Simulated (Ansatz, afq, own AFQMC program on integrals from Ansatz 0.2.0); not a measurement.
**N2, triplet in 6-31G, levels against full CI**

```xyz
2

N     0.0000    0.0000    0.0000
N     0.0000    0.0000    1.0895
```

Basis 6-31G. Noble-gas cores (and the filled d shells of Ga–Kr and In–Xe) are frozen. Integrals, coupled cluster, full CI and functionals: Ansatz 0.2.0; the random walks run on the same integrals in our own AFQMC program. The CISD trial takes its coefficients from CCSD amplitudes. Released means that phaseless walkers are propagated on without the constraint, phases kept. Uncertainties: one standard error, sampling alone.

Determinant: UHF, the one that the program's search chose, which needn't be the lowest solution. The geometry is a PBE0/def2-TZVP stationary point of this or a neighbouring charge and spin state.

Full CI is exact in this basis; its frozen core comes from its own orbitals, which moves totals by up to a few meV.

Cautions: another spin lies lower (by 8.01 eV); the search met a lower determinant of the same kind, perhaps of another symmetry (863 meV lower), and this one is a saddle point; the CCSD(T) amplitudes may be one of several solutions (largest double 0.12); the CCSDT(Q) amplitudes may be one of several solutions (largest double 0.13); the CCSDTQ amplitudes may be one of several solutions (largest double 0.13); the released energy hasn't reached full CI (32 meV above it at 1.62 1/Eh, later times being too noisy to tell), so no released level is given (meV from the phaseless value at times in 1/Eh: -56 ± 16 at 0.24, -60 ± 15 at 0.51, -69 ± 12 at 0.99, -62 ± 12 at 1.62, -66 ± 18 at 2.40); a state of other symmetry lies lower (by 30 meV); full CI with its own frozen core.

```
T1 diagnostic                               : 0.0161
weight of the determinant in the CISD state : 0.904
⟨S²⟩ of the determinant                     : 2.016
size of the correlated space                : 10 electrons in 16 orbitals
```

```json
{"level": "MP2", "correlation energy (eV)": "-5.5862"}
{"level": "CCSD", "correlation energy (eV)": "-5.6326"}
{"level": "CCSD(T)", "correlation energy (eV)": "-5.8254"}
```

Q: Estimate where full CI lies against CCSD(T) in the same basis.

A: 1.32 kcal/mol below CCSD(T).

Reference: full CI, correlation energy -5.883 eV. CCSDTQ lies 5.2 meV above full CI, in part by the other frozen core, which shifts every row alike, so rows that close can't be ranked against it.

```csv
level,E − E(reference) (kcal/mol),share of correlation (%)
CCSD(T),1.32,99.03
CCSDT,1.19,99.12
CCSDT(Q),0.05,99.96
CCSDTQ,0.12,99.91
ph-AFQMC/CISD,2.18 ± 0.21,98.39
```

CCSDT and higher add their correlation energy to the determinant of the CCSD(T) run, since their own runs factorise the integrals more tightly (a shift of under 2 meV). A walk keeps the symmetry of its determinant, which the program's search chose and which needn't be the lowest solution, so a lower state of the same spin and another symmetry isn't excluded.
